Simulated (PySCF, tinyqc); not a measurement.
Worked calculation: CIS on RHF in the sto-3g basis, for BH, spin multiplicity 1. The lowest restricted solution is unstable here: a spin-polarised one lies 0.0139 hartree lower (PySCF). One step of it, computed by the program tinyqc.

Question. CIS matrix, triplets. A(ia,jb) = (e_a - e_i) d_ij d_ab - (ij|ab).

orbital energies (hartree): MO1 -7.334372, MO2 -0.619223, MO3 -0.243782, MO4 0.269459, MO5 0.269459, MO6 0.853047

Two-electron integrals over orbitals (pq|rs), unique and non-zero (hartree):
```
(11|11) 2.889988    (21|11) -0.223907   (21|21) 0.029279    (22|11) 0.610072
(22|21) 0.001110    (22|22) 0.620183    (31|11) -0.220474   (31|21) 0.022701
(31|22) -0.021308   (31|31) 0.035402    (32|11) 0.070265    (32|21) -0.008107
(32|22) -0.074535   (32|31) 0.002870    (32|32) 0.051525    (33|11) 0.707717
(33|21) -0.017228   (33|22) 0.412928    (33|31) 0.004735    (33|32) 0.045181
(33|33) 0.587807    (41|41) 0.021731    (42|41) 0.018541    (42|42) 0.057996
(43|41) 0.019081    (43|42) 0.041723    (43|43) 0.066500    (44|11) 0.741981
(44|21) -0.008855   (44|22) 0.468301    (44|31) -0.007510   (44|32) 0.034524
(44|33) 0.514068    (44|44) 0.586773    (51|51) 0.021731    (52|51) 0.018541
(52|52) 0.057996    (53|51) 0.019081    (53|52) 0.041723    (53|53) 0.066500
(54|54) 0.031630    (55|11) 0.741981    (55|21) -0.008855   (55|22) 0.468301
(55|31) -0.007510   (55|32) 0.034524    (55|33) 0.514068    (55|44) 0.523513
(55|55) 0.586773    (61|11) 0.148640    (61|21) -0.024751   (61|22) -0.014345
(61|31) -0.005990   (61|32) 0.011187    (61|33) 0.025039    (61|44) 0.003977
(61|55) 0.003977    (61|61) 0.031079    (62|11) -0.183634   (62|21) 0.003921
(62|22) 0.018624    (62|31) 0.010523    (62|32) -0.050362   (62|33) -0.042010
(62|44) -0.087153   (62|55) -0.087153   (62|61) 0.003458    (62|62) 0.122778
(63|11) 0.074928    (63|21) -0.004839   (63|22) -0.058156   (63|31) 0.007604
(63|32) 0.043067    (63|33) 0.078280    (63|44) 0.030471    (63|55) 0.030471
(63|61) 0.011174    (63|62) -0.048852   (63|63) 0.066395    (64|41) -0.012764
(64|42) -0.038230   (64|43) -0.017302   (64|64) 0.034763    (65|51) -0.012764
(65|52) -0.038230   (65|53) -0.017302   (65|65) 0.034763    (66|11) 0.692143
(66|21) -0.003908   (66|22) 0.603633    (66|31) -0.020022   (66|32) -0.060918
(66|33) 0.460225    (66|44) 0.486651    (66|55) 0.486651    (66|61) -0.008074
(66|62) 0.026650    (66|63) -0.041794   (66|66) 0.631486
```

Give: CIS matrix A, triplet.

Answer.

CIS matrix A, triplet (hartree):
```
        1>4     1>5     1>6      2>4      2>5     2>6      3>4      3>5
1>4  6.8619  0.0000  0.0000   0.0089   0.0000  0.0000   0.0075   0.0000
1>5  0.0000  6.8619  0.0000   0.0000   0.0089  0.0000   0.0000   0.0075
1>6  0.0000  0.0000  7.4953   0.0000   0.0000  0.0039   0.0000   0.0000
2>4  0.0089  0.0000  0.0000   0.4204   0.0000  0.0000  -0.0345   0.0000
2>5  0.0000  0.0089  0.0000   0.0000   0.4204  0.0000   0.0000  -0.0345
2>6  0.0000  0.0000  0.0039   0.0000   0.0000  0.8686   0.0000   0.0000
3>4  0.0075  0.0000  0.0000  -0.0345   0.0000  0.0000  -0.0008   0.0000
3>5  0.0000  0.0075  0.0000   0.0000  -0.0345  0.0000   0.0000  -0.0008
3>6  0.0000  0.0000  0.0200   0.0000   0.0000  0.0609   0.0000   0.0000

        3>6
1>4  0.0000
1>5  0.0000
1>6  0.0200
2>4  0.0000
2>5  0.0000
2>6  0.0609
3>4  0.0000
3>5  0.0000
3>6  0.6366
```
